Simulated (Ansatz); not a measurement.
Si(OMe)H3 (CH₆OSi). Charge 0, multiplicity 1. Geometry PBE0-D4/def2-TZVP, basis def2-TZVP, Ansatz.

```xyz
9

Si    1.0927    0.6594    0.3212
O     0.1881   -0.7107    0.3076
C    -1.0875   -0.7667   -0.2860
H    -1.7809   -0.0579    0.1820
H    -1.4834   -1.7749   -0.1531
H    -1.0408   -0.5516   -1.3601
H     1.3817    1.1192   -1.0669
H     2.3513    0.3235    1.0257
H     0.3789    1.7596    1.0297
```

```json
{"run": "A", "HOMO (eV)": "-7.96", "LUMO (eV)": "0.07"}
{"run": "B", "HOMO (eV)": "-6.75", "LUMO (eV)": "-0.85"}
{"run": "C", "HOMO (eV)": "-7.00", "LUMO (eV)": "-0.11"}
{"run": "D", "HOMO (eV)": "-9.63", "LUMO (eV)": "1.25"}
{"run": "E", "HOMO (eV)": "-6.66", "LUMO (eV)": "-0.57"}
{"run": "F", "HOMO (eV)": "-7.78", "LUMO (eV)": "-0.08"}
```

B3LYP takes the VWN-RPA correlation. HSE06 is defined as in plane-wave codes, on full-range PBE exchange.

Task: The runs used B3LYP, CAM-B3LYP, HSE06, LDA (SPW92), PBE, r2SCAN. Estimate which is which.

Result: A B3LYP (20 % exact exchange); B LDA (SPW92) (0 % exact exchange); C r2SCAN (0 % exact exchange); D CAM-B3LYP (range-separated); E PBE (0 % exact exchange); F HSE06 (range-separated). Exact exchange lowers occupied and raises empty levels; among semilocal functionals meta-GGAs tend to open the gap a little, and such runs are hard to tell apart. The gap grows from 5.91 eV (LDA (SPW92)) to 10.88 eV (CAM-B3LYP).
